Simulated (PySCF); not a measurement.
# C6H12 (cis-3-Methyl-2-pentene) at 4 levels

We compute a comparison of 4 runs (HF/STO-3G, HF/3-21G, B3LYP/6-31G*, SCS-MP2/6-31G*) of C6H12 (cis-3-Methyl-2-pentene). Input form: a Python script.

The calculation is run with PySCF 2.14.0.

1 further run of the same task is left out (set aside as unsound or not needed).

## Step 1: The structure to begin with

C6H12 has 18 atoms, charge 0, and is taken as a singlet. SMILES: `C/C=C(/C)CC`. The coordinates come from a PBE0-D4/def2-TZVP relaxation. This is one conformer, not always the lowest.

Some bond lengths: C1–C2 1.491 Å, C2–C3 1.333 Å, C3–C4 1.498 Å, C3–C5 1.503 Å, C5–C6 1.526 Å, C1–H7 1.095 Å, C1–H8 1.090 Å, C1–H9 1.095 Å, C2–H10 1.089 Å, C4–H11 1.095 Å, C4–H12 1.091 Å, C4–H13 1.096 Å, C5–H14 1.096 Å, C5–H15 1.092 Å, C6–H16 1.093 Å, C6–H17 1.092 Å. Some angles: C1–C2–C3 127.7°, C2–C3–C4 120.9°, C2–C3–C5 123.9°, C4–C3–C5 115.2°, C3–C5–C6 112.7°, C1–C2–H10 115.1°, C3–C2–H10 117.2°, C2–C1–H7 111.0°, C2–C1–H8 113.0°, C2–C1–H9 110.7°.

## Step 2: A single-point energy at HF/STO-3G (run 1)

geometry.xyz reads:

```xyz
18
C6H12
C      1.207400     1.766300     0.878130
C      1.349460     0.448920     0.194670
C      0.398970    -0.257520    -0.418230
C      0.709120    -1.582280    -1.043900
C     -1.036960     0.176760    -0.515730
C     -1.915700    -0.451790     0.562490
H      1.881930     2.509940     0.441000
H      0.193250     2.163380     0.829630
H      1.479400     1.685270     1.935850
H      2.351730     0.023700     0.213490
H      0.074920    -2.375120    -0.633130
H      1.750320    -1.868680    -0.888130
H      0.517170    -1.557920    -2.122300
H     -1.423260    -0.104730    -1.501900
H     -1.116370     1.264390    -0.456970
H     -2.961120    -0.158530     0.439640
H     -1.589200    -0.139170     1.556930
H     -1.871050    -1.542940     0.528420
```

calc.py reads:

```python
from pyscf import gto, scf

mol = gto.M(
    atom='geometry.xyz',
    verbose=3,
    spin=0,
    max_memory=1860,
    charge=0,
    basis='sto-3g',
)

hf = scf.RHF(mol)
hf.conv_tol = 1e-10
hf.kernel()
if not hf.converged:
    hf = hf.newton().run(hf.mo_coeff, hf.mo_occ)

etot = hf.e_tot
print(f'total energy: {etot:.8f} hartree')
```

Started as:

```sh
$ OMP_NUM_THREADS=1 python calc.py
```

The log of the run:

```text
converged SCF energy = -231.40400611266
total energy: -231.40400611 hartree
```

Run time: 1.1 s. Hardware: 1 thread of Intel Xeon at 2.70GHz, shared host; peak memory 0.1 GiB.

## Step 3: The energy at HF/3-21G (run 2)

run.py reads:

```python
from pyscf import gto, scf

system = gto.M(
    atom=[
    ('C', (1.207400, 1.766300, 0.878130)),
    ('C', (1.349460, 0.448920, 0.194670)),
    ('C', (0.398970, -0.257520, -0.418230)),
    ('C', (0.709120, -1.582280, -1.043900)),
    ('C', (-1.036960, 0.176760, -0.515730)),
    ('C', (-1.915700, -0.451790, 0.562490)),
    ('H', (1.881930, 2.509940, 0.441000)),
    ('H', (0.193250, 2.163380, 0.829630)),
    ('H', (1.479400, 1.685270, 1.935850)),
    ('H', (2.351730, 0.023700, 0.213490)),
    ('H', (0.074920, -2.375120, -0.633130)),
    ('H', (1.750320, -1.868680, -0.888130)),
    ('H', (0.517170, -1.557920, -2.122300)),
    ('H', (-1.423260, -0.104730, -1.501900)),
    ('H', (-1.116370, 1.264390, -0.456970)),
    ('H', (-2.961120, -0.158530, 0.439640)),
    ('H', (-1.589200, -0.139170, 1.556930)),
    ('H', (-1.871050, -1.542940, 0.528420)),
],
    verbose=3,
    charge=0,
    basis='3-21g',
    max_memory=1860,
)

mf = scf.RHF(system)
mf.conv_tol = 1e-10
mf.kernel()
if not mf.converged:
    mf = mf.newton().run(mf.mo_coeff, mf.mo_occ)

e_final = mf.e_tot
print('E(%s) = %.9f' % ('HF', e_final))
```

Started as:

```sh
$ OMP_NUM_THREADS=1 python run.py
```

The log of the run:

```text
converged SCF energy = -232.882686455917
E(HF) = -232.882686456
```

Run time: 1.4 s. Hardware: 1 thread of Intel Xeon at 2.70GHz, shared host; peak memory 0.14 GiB.

## Step 4: The energy at B3LYP/6-31G(d) (spherical functions) (run 3)

calc.py reads:

```python
from pyscf import gto, dft

molecule = gto.M(
    atom='''
C      1.207400     1.766300     0.878130
C      1.349460     0.448920     0.194670
C      0.398970    -0.257520    -0.418230
C      0.709120    -1.582280    -1.043900
C     -1.036960     0.176760    -0.515730
C     -1.915700    -0.451790     0.562490
H      1.881930     2.509940     0.441000
H      0.193250     2.163380     0.829630
H      1.479400     1.685270     1.935850
H      2.351730     0.023700     0.213490
H      0.074920    -2.375120    -0.633130
H      1.750320    -1.868680    -0.888130
H      0.517170    -1.557920    -2.122300
H     -1.423260    -0.104730    -1.501900
H     -1.116370     1.264390    -0.456970
H     -2.961120    -0.158530     0.439640
H     -1.589200    -0.139170     1.556930
H     -1.871050    -1.542940     0.528420
''',
    basis='6-31g*',
    spin=0,
    max_memory=1860,
    verbose=3,
)

mf = dft.RKS(molecule, xc='b3lyp')
mf.grids.level = 5
mf.conv_tol = 1e-10
mf.kernel()
if not mf.converged:
    mf = mf.newton().run(mf.mo_coeff, mf.mo_occ)

e_tot = mf.e_tot
print('Final energy', e_tot)
```

Started as:

```sh
$ OMP_NUM_THREADS=1 python calc.py
```

The log of the run:

```text
converged SCF energy = -235.850417199342
Final energy -235.8504171993415
```

Wall time 39 s (1 thread of Intel Xeon at 2.70GHz, shared host); peak memory 0.59 GiB.

## Step 5: A single-point energy at SCS-MP2/6-31G(d) (spherical functions) (run 4)

run.py reads:

```python
from pyscf import gto, mp

system = gto.Mole()
system.atom = '''
C      2.281655     3.337823     1.659425
C      2.550110     0.848336     0.367873
C      0.753944    -0.486642    -0.790340
C      1.340043    -2.990076    -1.972685
C     -1.959570     0.334028    -0.974588
C     -3.620148    -0.853759     1.062952
H      3.556332     4.743099     0.833369
H      0.365190     4.088196     1.567773
H      2.795661     3.184699     3.658226
H      4.444126     0.044787     0.403438
H      0.141578    -4.488326    -1.196442
H      3.307625    -3.531293    -1.678322
H      0.977310    -2.944042    -4.010566
H     -2.689572    -0.197911    -2.838180
H     -2.109634     2.389351    -0.863548
H     -5.595706    -0.299578     0.830799
H     -3.003153    -0.262993     2.942171
H     -3.535772    -2.915734     0.998569
'''
system.verbose = 3
system.unit = 'bohr'
system.basis = '6-31g*'
system.max_memory = 1860
system.build()

myscf = system.RHF()
myscf.conv_tol = 1e-10
myscf.kernel()
if not myscf.converged:
    myscf = myscf.newton().run(myscf.mo_coeff, myscf.mo_occ)

pt = mp.MP2(myscf, frozen=6).run()
e_final = myscf.e_tot + 1.2 * pt.e_corr_os + pt.e_corr_ss / 3
print('E = %.10f Eh' % e_final)
```

Started as:

```sh
$ OMP_NUM_THREADS=1 python run.py
```

The log of the run:

```text
converged SCF energy = -234.176532410864
E(RMP2) = -234.951532198976  E_corr = -0.774999788112417
E(SCS-RMP2) = -234.946695340156  E_corr = -0.770162929292864
E = -234.9466953402 Eh
```

Run time: 4.8 s. Hardware: 1 thread of Intel Xeon at 2.70GHz, shared host; peak memory 0.33 GiB.

## Step 6: Overview of the runs

| run | level | integration grid | frozen core orbitals | energy (Eh) | dipole moment (D) of the reference | HOMO energy (eV) | LUMO energy (eV) | wall time |
| --- | --- | --- | --- | --- | --- | --- | --- | --- |
| 1 | HF/STO-3G | – | – | -231.404006 | 0.17 | -7.51 | 8.73 | 1.1 s |
| 2 | HF/3-21G | – | – | -232.882686 | 0.19 | -8.90 | 5.30 | 1.4 s |
| 3 | B3LYP/6-31G* (spherical functions) | 5 | – | -235.850417 | 0.17 | -6.12 | 1.04 | 39 s |
| 4 | SCS-MP2/6-31G* (spherical functions) | – | 6 | -234.946695 | 0.17 | -8.88 | 5.25 | 4.8 s |

## Step 7: Summary of results

```
                                          quantity          value
                               run 4: total energy  -234.94670 Eh
       run 4: dipole moment (Hartree–Fock density)         0.17 D
        run 4: HOMO energy (Hartree–Fock orbitals)       -8.88 eV
        run 4: LUMO energy (Hartree–Fock orbitals)        5.25 eV
      run 4: HOMO–LUMO gap (Hartree–Fock orbitals)       14.13 eV
run 4: correlation energy (6 core orbitals frozen)     -770.2 mEh
```

In words: Over runs 1, 2, 3 the dipole moment (its size) runs from 0.17 D (HF/STO-3G) to 0.19 D (HF/3-21G). Over runs 1, 2, 3 the HOMO–LUMO gap runs from 7.16 eV (B3LYP/6-31G*) to 16.24 eV (HF/STO-3G). The two ends differ in method and basis. In run 1 the basis is minimal, so the values are rough. All runs together took 46 s, the longest 39 s.
